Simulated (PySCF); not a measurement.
## MgSi⁻ from Hartree–Fock to correlated methods

State: ⁴Σ⁻ (quartet), unpaired electrons σ ↑, π ↑↑. Set-up: Mg aug-cc-pVDZ-DK, Si aug-cc-pVDZ-DK; spin-free X2C with a Gaussian nucleus (PySCF 2.14). De refers to Mg + Si⁻ in their high-spin ground configurations, without counterpoise correction. The functionals are run spin-unrestricted. A positive dipole points towards Si; it is taken about the centre of mass and depends on that origin.

| Level | Re (Å) | ωe (cm⁻¹) | De (eV) | μ (D) |
| --- | --- | --- | --- | --- |
| UHF | 2.899 | 177 | n/a | 0.95 |
| UHF-MP2 | 2.751 | 219 | 0.80 | n/a |
| UHF-SCS-MP2 | 2.758 | 216 | n/a | n/a |
| UHF-CCSD | 2.778 | 214 | 0.76 | n/a |
| UHF-CCSD(T) | 2.751 | 226 | 0.84 | n/a |
| PBE | 2.691 | 250 | 1.07 | 0.60 |
| PBEsol | 2.671 | 259 | 1.17 | 0.65 |
| revPBE | 2.711 | 243 | 0.99 | 0.65 |
| r²SCAN | 2.679 | 258 | 1.11 | 0.54 |
| PBE0 | 2.692 | 246 | 1.02 | 0.53 |
| MN15 | 2.728 | 220 | 0.92 | 0.80 |

Which functional lies closest to UHF-CCSD(T) in De, which farthest, and by how much do they differ from it?

Closest is MN15 (-2.3 pm in Re, -2.7 % in ωe, +0.08 eV in De against UHF-CCSD(T) in the same basis), farthest PBEsol (-8.0 pm in Re, +14.6 % in ωe, +0.33 eV in De). CCSD(T) converges more slowly with the basis than the functionals do and binds too weakly in this one, so the order can change at the basis-set limit.

What does a quarter of exact exchange do here, going from PBE to PBE0?

PBE0 less PBE: +0.1 pm in Re, -1.6 % in ωe, -0.05 eV in De. Exact exchange removes part of the self-interaction that spreads semilocal densities, and in most molecules shortens and stiffens the bond and lowers De; here ωe goes the other way.

What does the step from GGA to meta-GGA do here, going from PBE to r²SCAN?

r²SCAN less PBE: -1.2 pm in Re, +3.2 % in ωe, +0.04 eV in De. 

Correlated steps freeze 6 core orbitals. Correlated levels converge slowly with the basis: in double zeta they bind strong bonds too weakly, by up to about 1 eV, and carry superposition errors of some tenths. For an ion De counts to the pair picked by the measured ionisation energies or electron affinities, which need not be the lowest pair at this level. The highest Kohn–Sham level is positive in this anion. Much of that is self-interaction error, but it also means that the finite basis helps to hold the extra electron. The state is the lowest determinant that a PBE0 search found; another state may lie lower at other levels.

The whole job (state search and all levels along the bond) took about 1.8 min on 1 thread of Intel Xeon 6975P-C (shared host), peak memory 0.69 GiB.
